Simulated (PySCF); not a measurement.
Argon: a sound run and one with changed settings

Sound run: Ar [Ar], Ar⁺ [Ne] 3s2 3p5. Computed with PySCF 2.14 in cc-pV(D+d)Z (4s3p2d, 23 functions), with the non-relativistic Hamiltonian (point nucleus). In the sound run the correlated levels freeze [Ne]. The sound run starts from symmetry-adapted Hartree-Fock orbitals and uses a fine grid where one is needed.

A second run was set up differently.

| species | method | sound run (hartree) | changed run (hartree) | converged |
| --- | --- | --- | --- | --- |
| Ar | UHF | -526.79987 | -521.22288 | yes |
| Ar | B3LYP | -527.54228 | -521.84571 | yes |
| Ar | r2SCAN | -527.49469 | -521.84845 | yes |
| Ar | MP2 | -526.94457 | -521.22288 | yes |
| Ar⁺ | UHF | -526.26075 | -520.72694 | yes |
| Ar⁺ | B3LYP | -526.96212 | -521.30825 | yes |
| Ar⁺ | r2SCAN | -526.91220 | -521.30654 | yes |
| Ar⁺ | MP2 | -526.37749 | -520.72694 | yes |

Ionisation energy of Ar:

```tsv
method	sound run (eV)	changed run (eV)
UHF	14.670	13.495
B3LYP	15.787	14.625
r2SCAN	15.850	14.746
MP2	15.431	13.495
SCS-MP2	15.340	13.495
```

(1) What was changed?
A. basis contracted for another Hamiltonian
B. a valence shell is frozen
C. too few SCF iterations
D. minimal basis

## Answers

(1) D. It used basis STO-3G. A minimal basis cannot let orbitals breathe on ionisation and holds almost no correlation.
